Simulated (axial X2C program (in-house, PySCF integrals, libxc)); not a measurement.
# LiN⁻: cheaper levels and CCSD(T), two-component

All values were computed with an axial X2C code built on PySCF integrals. Two-component (2c) means X2C with spin–orbit coupling and atomic mean-field two-electron Coulomb and Gaunt terms. Basis: N dyall-av3z [7s7p3d2f], Li dyall-av3z [9s9p3d] (cores contracted in-house); Gaussian nuclei, density fitting, unrestricted open shells. Masses: N 14.003 u, Li 7.016 u.

State: Ω = 3/2 (⟨Sz⟩ = 1.50, ⟨Lz⟩ = 0.00 at HF); fragments N + Li-.

```csv
level,Re (Å),ωe (cm⁻¹),De (eV)
PBE0,1.915,589.1,1.80
HF,1.913,607.6,0.613
MP2,1.935,588.3,1.55
CCSD,1.940,574.9,1.30
```

Correlated methods: 7 electrons correlated (number of frozen shells: N 1 s; Li 1 s), 189 virtual spin orbitals or spinors in MP2, 81 natural virtuals in coupled cluster.

CCSD(T), same Hamiltonian and basis:

Re = 1.945 Å, ωe = 568.5 cm⁻¹, De = 1.39 eV; T1 = 0.016 (Lee–Taylor normalisation).

Q: Give the differences from CCSD(T) in the columns below.

A: 

| level | ΔRe (Å) | Δωe (cm⁻¹) | ΔDe (eV) |
| --- | --- | --- | --- |
| PBE0 | -0.030 | 21 | 0.41 |
| HF | -0.032 | 39 | -0.78 |
| MP2 | -0.010 | 20 | 0.16 |
| CCSD | -0.005 | 6 | -0.09 |

One determinant describes the state; a PBE0 search over occupations chose it and may have missed a lower one. Dissociation energies refer to the lowest single-determinant-based atoms at the same level and basis. Density functionals use the spin component along the axis (collinear). CCSD and (T) use frozen natural virtuals with an MP2 correction for the truncation; (T) itself is uncorrected, so its De runs slightly low. Other states lie close and PBE0, whose exact exchange favours high spin, may order them wrongly; the determinant shown need not be the ground state. The nearest other spin-free determinant of the search, M_S = 1/2, Λ = 0, lies 0.02 eV up at the distance of the search. With several unpaired electrons one determinant need not be a pure state. A state of lower Ω lies just above, and one determinant can place such states too high, so the state shown need not be the lowest. The search has Ω = 1/2 only 0.02 eV up. The highest occupied level of some functionals is positive through self-interaction error; at Hartree–Fock it is bound. This is the top spin component of a Σ state; components of lower Ω are not single determinants and can lie lower. Hartree–Fock gets electron affinities wrong, so its lowest charge split need not be the true one.
